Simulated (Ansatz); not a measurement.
A nudged elastic band was laid between two geometries of C3H6O3 (12 atoms, charge 0, multiplicity 1).

These are results of Ansatz, RKS PBE0-D4/STO-3G, not measurements.

- movable images: 7
- climbing image: yes
- spring: 5.0 eV/Å²
- optimiser: quadratic models (default)
- start path: through a guess of the saddle point
- force threshold: 0.05 eV/Å
- iteration limit: 27
- end points: relaxed

Image 0:

```xyz
12
Properties=species:S:1:pos:R:3
C -0.881 -1.088 -1.234
O -0.375 0.233 -0.881
C 0.469 0.061 0.314
O -0.240 -0.407 1.468
C 0.967 1.513 0.660
O 0.558 1.996 1.739
H -1.542 -0.953 -2.106
H -1.462 -1.546 -0.410
H -0.064 -1.787 -1.510
H 1.325 -0.623 0.077
H -0.298 0.489 1.983
H 1.619 2.057 -0.066
```

Image 8:

```xyz
12
Properties=species:S:1:pos:R:3
C -0.729 -1.088 -1.409
O -0.786 0.308 -0.964
C -0.026 0.470 0.216
O -0.327 -0.306 1.398
C 0.815 1.498 0.485
O 1.306 1.582 1.790
H -1.308 -1.138 -2.346
H -1.190 -1.781 -0.678
H 0.307 -1.424 -1.614
H 0.106 -1.213 1.221
H 0.777 0.765 2.159
H 1.132 2.271 -0.223
```

Q: What changes between the two ends?

A: Bonds broken: C3–H10, O4–H11. Bonds formed: O4–H10, O6–H11.

Q: What energy profile does the band end with?

A: It converged. The highest image is number 5 of 0 to 8, 2.81 eV above the first end and 2.39 eV above the last; the last end lies 0.42 eV above the first. Neighbouring images differ by up to 1.7 eV, so the band resolves the path poorly. A vibrational analysis at the climbing image gives one clearly imaginary mode, 1765i cm⁻¹: a first-order saddle point. The orbitals stay closed-shell, which can raise the energy where a bond breaks towards radicals; this wasn't checked here. Limits of this set-up: minimal basis.

| image | path coordinate (Å) | energy (eV) | C3–H10 (Å) | O4–H11 (Å) | O4–H10 (Å) |
| --- | --- | --- | --- | --- | --- |
| 0 | 0.00 | 0.00 | 1.12 | 1.04 | 2.11 |
| 1 | 0.45 | 0.02 | 1.12 | 1.04 | 2.11 |
| 2 | 0.90 | 0.07 | 1.12 | 1.04 | 2.11 |
| 3 | 1.35 | 0.21 | 1.12 | 1.04 | 2.07 |
| 4 | 1.80 | 1.35 | 1.11 | 1.05 | 1.72 |
| 5 | 2.24 | 2.81 | 1.26 | 1.12 | 1.25 |
| 6 | 2.73 | 1.09 | 1.70 | 1.41 | 1.02 |
| 7 | 3.21 | 0.44 | 1.95 | 1.67 | 1.02 |
| 8 | 3.70 | 0.42 | 1.96 | 1.72 | 1.02 |

Q: What is the geometry of the highest image?

A: 
```xyz
12
Properties=species:S:1:pos:R:3:forces:R:3
C -0.809 -1.119 -1.406 0.00 0.00 0.00
O -0.682 0.241 -0.871 -0.01 -0.01 0.01
C 0.246 0.239 0.198 0.01 0.02 -0.03
O -0.308 -0.228 1.616 -0.03 0.00 0.02
C 0.933 1.481 0.550 0.00 0.00 0.00
O 1.083 1.672 1.822 0.00 0.00 0.00
H -1.502 -1.056 -2.262 0.00 0.00 0.00
H -1.235 -1.816 -0.657 0.00 0.00 0.00
H 0.160 -1.523 -1.755 0.00 0.00 0.00
H 0.598 -0.733 0.925 0.01 -0.01 0.00
H 0.264 0.608 2.090 0.01 0.00 0.01
H 1.329 2.177 -0.215 0.00 0.00 0.00
```

The run took 18 min on 1 CPU thread of a shared host.
